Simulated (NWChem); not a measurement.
**Correlation energy of difluoromethane (CH$_{2}$F$_{2}$)**

```
C
F 1 1.3440
F 1 1.3440 2 109.24
H 1 1.1045 2 108.98 3 -118.98
H 1 1.1045 4 111.63 2 120.43
```
Charge 0, spin multiplicity 1.

The numbers come from NWChem runs, not from measurements. Structure: optimised with PBE0/def2-SVP, a minimum by its harmonic frequencies.

Basis set: def2-TZVP. Each correlation energy counts from its own Hartree-Fock reference.

```tsv
method	correlation energy (mHa)
CR-CCSD[T]	-692.9
MP2	-663.2
CCSD	-675.9
CR-CCSD(T)	-691.9
SCS-MP2	-650.3
```

The values span 42.6 mHa, from CR-CCSD[T] (lowest) to SCS-MP2 (highest). 

The correlated methods keep 3 core orbitals frozen. Coupled-cluster values serve here as a point of comparison, not as the truth.
